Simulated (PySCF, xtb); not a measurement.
difluoromethane (CH₂F₂), SMILES FCF.

GFN2-xTB (xtb) at its own geometry gives an orbital gap of 14.70 eV and a dipole moment of 2.49 D.

Geometry: ωB97X-D3(BJ)/def2-TZVP.

Question: What does M06-2X/def2-TZVPD (PySCF) give? (The exact figures need the calculation; the answer reports its results.)

Answer: gap 12.24 eV (levels -11.79 and 0.45 eV), dipole 2.01 D.
